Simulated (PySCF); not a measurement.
# Property card for NO+ (`N#[O+]`)

Species: NO+, NO (charge +1).
SMILES with atom numbers: `[N:1]#[O+:2]`

GFN2-xTB geometry:

```yaml
Point_group_of_the_GFN2-xTB_geometry: C∞v
Rotational_constant_B_linear_of_the_GFN2-xTB_geometry: 61.160 GHz
```

**PBE0/pcSseg-1 ground state and GIAO shieldings, non-relativistic (PySCF)**

```yaml
HOMO_energy: -25.42 eV
LUMO_energy: -12.99 eV
HOMO–LUMO_gap: 12.43 eV
Lowest_Hirshfeld_atomic_charge: +0.42 e on O2
Highest_Hirshfeld_atomic_charge: +0.58 e on N1
Isotropic_shieldings_of_nuclei_other_than_C_and_H_by_class: -150 (N1), -184 (O2) ppm
Mayer_bond_orders_between_heavy_atoms: N1–O2 2.64
```

**B3LYP/pcJ-1 indirect spin-spin coupling, non-relativistic, gas phase (PySCF)**

```yaml
Largest_of_the_computed_one-bond_spin–spin_couplings_means_over_like_bonds: 17O–15N -16.7 (O2–N1) Hz
```

Monoisotopic mass of the ion (most abundant isotopes, electron mass counted): 29.9974 u.

For a rigid linear rotor the levels are B·J(J + 1), so J = 1 lies 2B = 122.32 GHz above J = 0.

